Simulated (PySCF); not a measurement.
Species: C₄H₅NO.
SMILES: `N#CC1COC1`

Method used: PySCF 2.14.0, density-fitted response routines, TDDFT CAM-B3LYP/def2-SVPD, vertical, gas phase, core orbitals frozen in the response. Geometry: GFN2-xTB; no solvent, vibrations or thermal averaging.

Computed states:

| state | E (eV) | f |
| --- | --- | --- |
| S1 | 6.99 | 0.0013 |
| S2 | 7.46 | 0.0003 |
| S3 | 7.51 | 0.013 |
| S4 | 7.63 | 0.0000 |
| S5 | 7.94 | 0.011 |
| S6 | 7.95 | 0.0059 |
| S7 | 8.19 | 0.0058 |
| S8 | 8.74 | 0.0074 |

Broadening: Gaussians 0.25 eV wide at half height, area fixed by f = 4.319×10⁻⁹ ∫ε dν̃. The cross-section is σ = 3.8235×10⁻²¹ ε cm², given in Mb (10⁻¹⁸ cm²). The width is an assumption, not a result. The curve ends short of the highest state used, and states not computed would add to its high-energy end.

Q: Give the broadened spectrum and its maxima.

A: 
(λ (nm), σ (Mb)): (152.3, 3.47), (153.8, 5.04), (155.4, 6.96), (156.9, 6.36), (158.4, 3.70), (159.9, 1.67), (161.5, 1.79), (163.0, 3.56), (164.5, 5.26), (166.0, 5.14), (167.5, 3.38), (169.1, 1.43), (170.6, 0.46), (172.1, 0.17), (173.6, 0.21), (175.2, 0.38), (176.7, 0.50), (178.2, 0.49), (179.7, 0.35), (181.3, 0.18), (182.8, 0.07), (184.3, 0.02), (185.8, 0.01), (187.3, 0.00)

Maxima: 177 nm (6.99 eV), ε about 130, made up of S1 (100%); 165 nm (7.51 eV), ε about 1400, made up of S3 (98%); 156 nm (7.95 eV), ε about 1900, made up of S5 (63%) and S6 (35%) (ε in L mol⁻¹ cm⁻¹; maxima over ε = 5, shares over 10%).

Q: Coming from long wavelengths, where does ε first pass 100 L mol⁻¹ cm⁻¹?

A: At about 179 nm (6.91 eV), 0.08 eV below S1.

Q: What would ε be at 7.95 eV, the highest of these maxima, with half the width (0.125 eV)?

A: About 3600 L mol⁻¹ cm⁻¹ against 1860, a factor of about 1.9; a lone state at its own centre would give exactly 2.

Hardware: one thread of an Arm Neoverse N1 (shared host). Cost: 36 s wall.
